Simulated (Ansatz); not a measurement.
# Al3H: from a trial structure to a relaxed crystal

The calculation used DFT PBE, scalar-relativistic, plane waves, PAW (Ansatz). Cutoff 420 eV, Γ-centred k mesh, Gaussian smearing, no spin polarisation in the final step.

This is the end of a relaxation of cell and atoms.

```
CELL_PARAMETERS angstrom
3.90077 0.00000 0.00000
0.00000 3.90077 0.00000
0.00000 0.00000 3.90077
ATOMIC_POSITIONS crystal
Al 0.00000 0.50000 0.50000
Al 0.50000 0.00000 0.50000
Al 0.50000 0.50000 0.00000
H 0.00000 0.00000 0.00000
```

Energies over the elements count from the elements' standard structures at the same level (H₂ as a molecule), with no empirical corrections.

What space group does it have?

Pm-3m (No. 221). Conventional cell: a = 3.901 Å. Al is coordinated by 4 H at 2.76 Å and 8 Al at 2.76 Å; around H lie 12 Al at 2.76 Å.

How far does it lie from the elements in energy?

0.49 eV/atom.

Is it a metal?

Yes, bands cross the Fermi level on the 12×12×12 mesh.

The final run used a 12×12×12 mesh on its 4-atom cell and 0.10 eV smearing. The k mesh leaves about 4 meV/atom of noise in metals. The cell came from a trial start, so Al3H may not exist in this structure.

Cost: 3 runs of about 0.23 core-minutes in all, on AMD EPYC 7B13 (Zen 3) (shared hosts).